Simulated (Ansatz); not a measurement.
# FH3Si: molecular dynamics

Aim: follow the molecule's vibrations and see whether its bonds hold. The start is relaxed first. Runs: 40 steps of 3 fs at constant energy, with velocities drawn for 500 K. SMILES of the start: F[SiH3].

Method: RKS LDA/STO-3G, in Ansatz 0.2.0.

## (1) The system as given

Bond lengths: Si1–H2 1.460 Å, Si1–H3 1.460 Å, Si1–H4 1.459 Å, Si1–F5 1.589 Å. Angles: H2–Si1–H3 109.5°, H2–Si1–H4 109.5°, H2–Si1–F5 109.5°, H3–Si1–H4 109.5°, H3–Si1–F5 109.5°, H4–Si1–F5 109.5°.

Structure file:

```xyz
5

Si    0.0000    0.0000    0.0000
H     0.0000    0.0000    1.4600
H     1.3768    0.0000   -0.4862
H    -0.6877    1.1914   -0.4862
F    -0.7489   -1.2974   -0.5295
```

## (2) Preparing the start

File input.yaml:

```yaml
crystal:
  periodic: [false, false, false]
  atoms:
    - { symbol: Si, position_ang: [0.0, 0.0, 0.0] }
    - { symbol: H, position_ang: [0.0, 0.0, 1.46] }
    - { symbol: H, position_ang: [1.3768, 0.0, -0.4862] }
    - { symbol: H, position_ang: [-0.6877, 1.1914, -0.4862] }
    - { symbol: F, position_ang: [-0.7489, -1.2974, -0.5295] }
basis:
  gaussian: { orbitals: STO-3G }
hamiltonian:
  xc: lda
relax:
  f_tol: 0.02
  max_steps: 40
```

Started as:

```sh
> ansatz run input.yaml --threads 1 --pin off --max-ram 2048MiB --backend cpu --events-out ev --progress --plain --runs-dir out
```

What it wrote, cut to the lines that bear on the results:

```text
Warning: RAYON_NUM_THREADS=1 ignored (pool sized by the plan → 1); use --threads N
[...]
Functional definition: SPW92
[...]
224 factors; integrals over basis functions are off by at most 6.8e-6 eV
[...]
mean field -10460.88429642 eV, -384.4304072516 hartree, gradient 7.5e-5 eV, S^2 0.000000; 0 other end points of the search recorded, 0 dependent functions left out
[...]
reference -10460.88430874 eV, -384.4304077041 hartree; 13, 13 occupied and 4, 4 virtual orbitals, 224 factors
relax step   1: F+E_penalty+E_count = -10460.88429642 eV  Δ(F+E_penalty+E_count) = +0.000e0 eV  max|allowed force component| = 1.804e0 eV/Å  Δτ_max = 0.0000 Å  (16 SCF iters, accepted)
[...]
relax step   3: F+E_penalty+E_count = -10460.94516342 eV  Δ(F+E_penalty+E_count) = -1.625e-2 eV  max|allowed force component| = 1.322e-1 eV/Å  Δτ_max = 0.0182 Å  (20 SCF iters, accepted)
[...]
relax step   4: F+E_penalty+E_count = -10460.94547702 eV  Δ(F+E_penalty+E_count) = -3.136e-4 eV  max|allowed force component| = 3.852e-4 eV/Å  Δτ_max = 0.0030 Å  (18 SCF iters, accepted)
224 factors; integrals over basis functions are off by at most 6.9e-6 eV
[...]
mean field -10460.94547702 eV, -384.4326555971 hartree, gradient 1.4e-5 eV, S^2 0.000000; 1 other end points of the search recorded, 0 dependent functions left out
[...]
reference -10460.94548928 eV, -384.4326560475 hartree; 13, 13 occupied and 4, 4 virtual orbitals, 224 factors
Total energy: -10460.94548928 eV, -384.4326560475 hartree
Atom 0 at     0.000844     0.000980     0.000671 Å, force    -0.000218    -0.000385    -0.000017 eV/Å
Atom 1 at     0.009598     0.016434     1.458235 Å, force     0.000103     0.000181     0.000004 eV/Å
Atom 2 at     1.378083     0.016391    -0.476591 Å, force     0.000046     0.000369     0.000054 eV/Å
Atom 3 at    -0.674323     1.201374    -0.476830 Å, force     0.000295     0.000214     0.000054 eV/Å
Atom 4 at    -0.774002    -1.341180    -0.547385 Å, force    -0.000225    -0.000379    -0.000095 eV/Å
Dipole moment:     0.048391     0.083822     0.034223 e Å
```

Wall time 1.9 s (1 thread of Arm Neoverse V1, shared host); peak memory 0.089 GiB.

The steps of the relaxation:

```tsv
step	energy from step 1 (eV)	largest force component (eV/Å)
1	0.0000	1.8038
2	-0.0446	0.9557
3	-0.0609	0.1322
4	-0.0612	0.0004
```

Step 1 is the start.

After: Bond lengths: Si1–H2 1.458 Å, Si1–H3 1.458 Å, Si1–H4 1.458 Å, Si1–F5 1.644 Å. Angles: H2–Si1–H3 108.8°, H2–Si1–H4 108.8°, H2–Si1–F5 110.2°, H3–Si1–H4 108.8°, H3–Si1–F5 110.2°, H4–Si1–F5 110.2°.

## (3) Dynamics

40 steps of 3 fs at constant energy, with velocities drawn for 500 K, from the relaxed start.

File input.yaml:

```yaml
crystal:
  periodic: [false, false, false]
  atoms:
    - { symbol: Si, position_ang: [0.000844, 0.00098, 0.000671] }
    - { symbol: H, position_ang: [0.009598, 0.016434, 1.458235] }
    - { symbol: H, position_ang: [1.378083, 0.016391, -0.476591] }
    - { symbol: H, position_ang: [-0.674323, 1.201374, -0.47683] }
    - { symbol: F, position_ang: [-0.774002, -1.34118, -0.547385] }
basis:
  gaussian: { orbitals: STO-3G }
hamiltonian:
  xc: lda
md:
  timestep: 3.0
  n_steps: 40
  ensemble: nve
  temperature: 500.0
  initial_velocities: maxwell_boltzmann
  seed: 583516
```

Started as:

```sh
> ansatz run input.yaml --threads 1 --pin off --max-ram 2048MiB --backend cpu --events-out ev --progress --plain --runs-dir out
```

What it wrote, cut to the lines that bear on the results:

```text
Warning: RAYON_NUM_THREADS=1 ignored (pool sized by the plan → 1); use --threads N
[...]
[... 1 set-up line as earlier in the session ...]
[...]
224 factors; integrals over basis functions are off by at most 6.9e-6 eV
[...]
mean field -10460.94547703 eV, -384.4326555972 hartree, gradient 1.6e-5 eV, S^2 0.000000; 0 other end points of the search recorded, 0 dependent functions left out
[...]
reference -10460.94548928 eV, -384.4326560475 hartree; 13, 13 occupied and 4, 4 virtual orbitals, 224 factors
md step     0: t =     0.00 fs  T =   500.0 K  F+E_penalty+E_count = -10460.94547703 eV  E_kin = 0.193890 eV  conserved = -10460.75158703 eV  (21 SCF iters)
[...]
md step    10: t =    30.00 fs  T =   421.4 K  F+E_penalty+E_count = -10460.91023002 eV  E_kin = 0.163408 eV  conserved = -10460.74682173 eV  (20 SCF iters)
[...]
md step    20: t =    60.00 fs  T =   387.5 K  F+E_penalty+E_count = -10460.89103116 eV  E_kin = 0.150277 eV  conserved = -10460.74075405 eV  (20 SCF iters)
[...]
md step    30: t =    90.00 fs  T =   367.6 K  F+E_penalty+E_count = -10460.88067552 eV  E_kin = 0.142536 eV  conserved = -10460.73813955 eV  (20 SCF iters)
[...]
md step    39: t =   117.00 fs  T =    67.0 K  F+E_penalty+E_count = -10460.75258445 eV  E_kin = 0.025969 eV  conserved = -10460.72661537 eV  (20 SCF iters)
[...]
md step    40: t =   120.00 fs  T =   245.6 K  F+E_penalty+E_count = -10460.83407812 eV  E_kin = 0.095244 eV  conserved = -10460.73883438 eV  (19 SCF iters)
Total energy: -10460.83409055 eV, -384.4285622198 hartree
Atom 0 at     0.003111    -0.004595    -0.008389 Å, force    -0.195973     1.060708     0.681370 eV/Å
Atom 1 at    -0.156176    -0.010268     1.457781 Å, force     0.628524    -0.118037    -0.273800 eV/Å
Atom 2 at     1.379730     0.030026    -0.540690 Å, force    -0.316721    -0.039132     0.400927 eV/Å
Atom 3 at    -0.663587     1.271686    -0.350095 Å, force     0.178671    -0.541194    -0.332678 eV/Å
Atom 4 at    -0.769215    -1.335976    -0.537291 Å, force    -0.294501    -0.362346    -0.475818 eV/Å
Dipole moment:     0.080156     0.065979     0.004951 e Å
```

Run time: 12 s. Hardware: 1 thread of Arm Neoverse V1, shared host; peak memory 0.07 GiB.

## (4) The trajectory

The trajectory, every 3 steps (energies from step 0):

```tsv
time (fs)	T (K)	potential energy change (meV/atom)	total energy change (meV/atom)
0.0	500	0.0	0.00
9.0	38	41.6	5.80
18.0	374	10.8	1.00
27.0	235	24.1	3.55
36.0	143	31.5	3.76
45.0	445	6.0	1.75
54.0	30	41.2	4.70
63.0	427	7.4	1.74
72.0	154	30.7	3.88
81.0	250	21.9	2.46
90.0	368	13.0	2.69
99.0	53	38.8	4.12
108.0	455	4.9	1.34
117.0	67	38.6	4.99
120.0	246	22.3	2.55
```

time (fs), T (K) and a bar:
```
      0.0        500 ##############################
      6.0        103 ####
      9.0         38 
     15.0        412 ########################
     21.0        146 #######
     27.0        235 #############
     30.0        421 #########################
     36.0        143 #######
     42.0        237 #############
     48.0        414 ########################
     51.0        179 #########
     57.0        157 ########
     63.0        427 #########################
     69.0         83 ###
     72.0        154 ########
     78.0        405 ########################
     84.0         62 ##
     90.0        368 #####################
     93.0        480 #############################
     99.0         53 #
    105.0        306 #################
    111.0        350 ####################
    114.0        137 ######
    120.0        246 #############
```

## (5) Positions and forces

Extended XYZ, with forces in eV/Å:

```xyz
5
time_fs=15.0 T=412 dE=0.0465
Si   -0.002   -0.003    0.009    0.522    0.791   -0.939
H     0.056    0.059    1.468   -0.106   -0.032   -0.101
H     1.384   -0.007   -0.538   -0.602    0.032    0.387
H    -0.695    1.188   -0.563    0.343   -0.506    0.500
F    -0.771   -1.335   -0.552   -0.157   -0.286    0.152
5
time_fs=30.0 T=421 dE=0.0352
Si    0.006    0.007   -0.006   -0.513   -0.521    0.914
H    -0.067   -0.037    1.474    0.248    0.081   -0.538
H     1.384    0.038   -0.456    0.165   -0.063   -0.038
H    -0.638    1.244   -0.407   -0.133    0.019   -0.232
F    -0.780   -1.350   -0.543    0.232    0.484   -0.107
5
time_fs=45.0 T=445 dE=0.0301
Si   -0.001   -0.002    0.000    0.200   -0.332    0.319
H     0.042   -0.026    1.458   -0.146    0.192   -0.004
H     1.365    0.020   -0.456    0.405   -0.012   -0.185
H    -0.665    1.151   -0.534   -0.275    0.598    0.016
F    -0.773   -1.332   -0.545   -0.183   -0.447   -0.146
5
time_fs=60.0 T=388 dE=0.0544
Si    0.006   -0.002    0.011   -0.189    0.540   -1.192
H    -0.015    0.137    1.450    0.180   -0.305    0.300
H     1.372    0.003   -0.562   -0.416    0.015    0.454
H    -0.698    1.206   -0.484    0.288   -0.460    0.080
F    -0.778   -1.343   -0.556    0.137    0.210    0.358
5
time_fs=75.0 T=354 dE=0.0668
Si   -0.002    0.006   -0.006    0.507   -0.213    0.731
H     0.039   -0.133    1.475   -0.214    0.477   -0.596
H     1.414    0.034   -0.406   -0.367   -0.044   -0.148
H    -0.649    1.230   -0.508    0.067   -0.284    0.300
F    -0.775   -1.343   -0.541    0.007    0.064   -0.286
5
time_fs=90.0 T=368 dE=0.0648
Si    0.004   -0.003    0.001   -0.648    0.074    0.739
H    -0.081    0.081    1.471    0.415   -0.291   -0.346
H     1.331    0.016   -0.547    0.608    0.026    0.075
H    -0.673    1.196   -0.409   -0.236    0.382   -0.430
F    -0.771   -1.338   -0.547   -0.139   -0.191   -0.037
5
time_fs=105.0 T=306 dE=0.0880
Si   -0.003    0.007    0.011    0.347   -0.578   -1.447
H     0.159    0.011    1.432   -0.441    0.156    0.776
H     1.383    0.007   -0.460   -0.161    0.018   -0.160
H    -0.679    1.156   -0.590    0.037    0.088    0.441
F    -0.777   -1.347   -0.557    0.218    0.316    0.390
5
time_fs=120.0 T=246 dE=0.1114
Si    0.003   -0.005   -0.008   -0.196    1.061    0.681
H    -0.156   -0.010    1.458    0.628   -0.118   -0.274
H     1.380    0.030   -0.541   -0.317   -0.039    0.401
H    -0.664    1.272   -0.350    0.179   -0.541   -0.333
F    -0.769   -1.336   -0.537   -0.294   -0.362   -0.476
```

## (6) Results

| quantity | value |
| --- | --- |
| relaxation of the start | 3 moves, 0.061 eV lower |
| length | 40 steps of 3 fs |
| temperature, first and last step | 500 and 246 K |
| temperature, second half | mean 253 K, from 53 to 480 K |
| potential energy, second half | +22 meV/atom from the start |
| largest change of the total energy | 5.80 meV/atom |
| bonds formed or broken | 0 |

In words: The temperature starts at 500 K and averages 253 K in the second half, where it ranges from 53 to 480 K; a mean near half the start is what vibrations about a minimum give, since they share energy equally between motion and strain. The total energy strays from its start by at most 5.80 meV/atom, 30 % of the mean kinetic energy, which is poor: the step of 3 fs is too long for the fastest motion. The bonding pattern survives the run. A run of 120 fs with 5 atoms shows the motion but fixes no equilibrium value. The nuclei move classically, without zero-point motion, which matters most for hydrogen. In so small a basis the energies are only a sketch.
